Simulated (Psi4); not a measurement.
# BCl2 (SMILES Cl[B]Cl), run twice

Aim: a single-point energy of BCl2 at CASSCF(5,5)/DZ (density fitting for correlation, Cartesian functions, nat orbs yes, 2 states averaged).

Program for the calculation: Psi4 1.11.

3 further runs of the same task are left out: 3 set aside as unsound or not needed.

## 1. The structure to begin with

The species is BCl2 (3 atoms), meant as a doublet with charge 0. As SMILES, `Cl[B]Cl`. All atoms were displaced at random from a relaxed shape.

Bond lengths: Cl1–B2 1.719 Å, B2–Cl3 1.709 Å. Angles: Cl1–B2–Cl3 125.3°.

## 2. The input as first written

The input, job.inp:

```
memory 1600 mb

molecule {
  0 2
  Cl     0.371500    -1.525600     0.030000
  B     -0.463900    -0.050300    -0.256900
  Cl     0.081500     1.511100     0.213700
  units bohr
  symmetry c1
}

set {
  basis               DZ
  reference           rohf
  scf_type            pk
  restricted_docc     [17]
  mcscf_type          df
  mcscf_algorithm     ts
  mcscf_maxiter       60
  active              [5]
  num_roots           2
  avg_states          [0, 1]
  nat_orbs            true
  mcscf_r_convergence 0.0001
  mcscf_e_convergence 1e-07
  maxiter             60
}

energy_value, wavefunction = energy('casscf', return_wfn=True)
```

Launch:

```bash
psi4 -n 1 job.inp job.out
```

job.out:

```text
[...]
  Running in c1 symmetry.
[...]
  Nuclear repulsion =  193.430624746982858
[...]
  Multiplicity = 2
[...]
  Nalpha       = 20
  Nbeta        = 19
[...]
    Number of basis functions: 46
[...]
   @ROHF iter   1:  -939.63660896736314    6.80362e+00   6.94268e-03 DIIS
[...]
   @ROHF iter  10:  -939.70563546028507   -3.18323e-12   3.72776e-09 DIIS
[...]
    Orbital Energies [Eh]
    ---------------------
    Doubly Occupied:
       1A   -104.876033     2A   -104.876017     3A    -10.710542
       4A    -10.708306     5A     -8.287179     6A     -8.188712
       7A     -8.140792     8A     -8.140215     9A     -8.139932
      10A     -8.139737    11A     -8.048174    12A     -1.568905
      13A     -1.234185    14A     -0.949630    15A     -0.867146
      16A     -0.665823    17A     -0.655136    18A     -0.464076
      19A     -0.336432
    Singly Occupied:
      20A     -0.027820
[...]
Warning: iopen=0,opentype!=closed. Making iopen=1
[...]
      Warning! Maxstep = 2.14, scaling to 0.50
   @DF-MCSCF  2:   -939.646596609455   -5.0528e-03  5.88e-03  5.03e-06    5    1  TS
[...]
   @DF-MCSCF Final Energy: -939.668939297290081
[...]
    Warning: Norm of correction (root 0) is < 1.0E-13
    Warning: Norm of correction (root 1) is < 1.0E-13
   @CI  1:     0   -939.713170749038   -8.8818E-16   5.1008E-13 c
[...]
   ==> Energetics <==
    SCF energy =         -939.705635460285066
    Total MCSCF energy = -939.668939297290081
[...]
 Multipole Moments:
 ------------------------------------------------------------------------------------
     Multipole            Electronic (a.u.)      Nuclear  (a.u.)        Total (a.u.)
 ------------------------------------------------------------------------------------
 L = 1.  Multiply by 2.5417464519 to convert [e a0] to [Debye]
 Dipole X            :          0.0599258            0.2395806            0.2995064
 Dipole Y            :          0.0030877            0.0131614            0.0162492
 Dipole Z            :         -0.0000000           -0.0000000           -0.0000000
 Magnitude           :                                                    0.2999469
[...]
```

Wall time 1.6 s (1 thread of INTEL XEON PLATINUM 8581C at 2.10GHz (Emerald Rapids), shared host); peak memory 0.18 GiB.

## 3. What went wrong

The run finished; that doesn't make the result usable.

The cause is that the coordinates are read in the wrong unit, so the molecule is scaled by the ratio of bohr to ångström. As the program read them, the closest atoms are 0.91 Å apart, against 1.71 Å in the sound input.

## 4. Try two

The input, calc.in:

```
memory 1.6 GB

molecule system {
  0 2
  Cl     0.350341    -1.523483     0.006042
  B     -0.504389    -0.057167    -0.269102
  Cl     0.045372     1.503069     0.160448
  symmetry c1
}

set globals {
  basis DZ
  reference rohf
  scf_type pk
  restricted_docc [17]
  mcscf_type df
  mcscf_algorithm ts
  mcscf_maxiter 60
  active [5]
  num_roots 2
  avg_states [0, 1]
  nat_orbs true
  mcscf_r_convergence 0.0001
  mcscf_e_convergence 1e-07
}

E = energy("casscf")
```

Launch:

```bash
psi4 -i calc.in -o calc.out -n 1
```

calc.out:

```text
[...]
  Running in c1 symmetry.
[...]
  Nuclear repulsion =  102.688900226284858
[...]
  Multiplicity = 2
[...]
  Nalpha       = 20
  Nbeta        = 19
[...]
    Number of basis functions: 46
[...]
   @ROHF iter   1:  -943.55152090680303   -1.96231e-01   3.49897e-03 DIIS
[...]
   @ROHF iter  10:  -943.58000143798290   -6.13909e-12   8.18482e-09 DIIS
[...]
    Orbital Energies [Eh]
    ---------------------
    Doubly Occupied:
       1A   -104.880486     2A   -104.878831     3A    -10.605308
       4A    -10.603382     5A     -8.071447     6A     -8.069495
       7A     -8.067903     8A     -8.067456     9A     -8.066010
      10A     -8.065572    11A     -7.763805    12A     -1.186925
      13A     -1.140283    14A     -0.683902    15A     -0.591111
      16A     -0.543453    17A     -0.541936    18A     -0.488723
      19A     -0.481323
    Singly Occupied:
      20A     -0.151086
[...]
Warning: iopen=0,opentype!=closed. Making iopen=1
[...]
      Warning! Maxstep = 0.52, scaling to 0.50
   @DF-MCSCF  2:   -943.528615257523   -1.9447e-02  4.47e-03  5.60e-06    6    1  TS
[...]
   @DF-MCSCF Final Energy: -943.535160004501904
[...]
    Warning: Norm of correction (root 0) is < 1.0E-13
    Warning: Norm of correction (root 1) is < 1.0E-13
   @CI  1:     0   -943.584481755334   8.8818E-16   3.8177E-13 c
[...]
   ==> Energetics <==
    SCF energy =         -943.580001437982901
    Total MCSCF energy = -943.535160004501904
[...]
 Multipole Moments:
 ------------------------------------------------------------------------------------
     Multipole            Electronic (a.u.)      Nuclear  (a.u.)        Total (a.u.)
 ------------------------------------------------------------------------------------
 L = 1.  Multiply by 2.5417464519 to convert [e a0] to [Debye]
 Dipole X            :         -0.8366110            0.4517160           -0.3848950
 Dipole Y            :         -0.0324262            0.0271095           -0.0053167
 Dipole Z            :         -0.0000000           -0.0000000           -0.0000000
 Magnitude           :                                                    0.3849317
[...]
```

It took 1.8 s on 1 thread of INTEL XEON PLATINUM 8581C at 2.10GHz (Emerald Rapids), shared host; peak memory 0.18 GiB.

## 5. Summary of results

At CASSCF(5,5)/DZ (density fitting for correlation, Cartesian functions, nat orbs yes, 2 states averaged):

```
                                         quantity          value
                     average energy of the states  -943.53516 Eh
               dipole moment (correlated density)         0.98 D
lowest excitation energy within this active space        2.68 eV
```

In words: The first attempt's energy was +105.205 eV off this one. The orbitals are averaged over several states, so each root lies above its own optimum (it can stand above Hartree-Fock), and forces and dipoles share that bias.
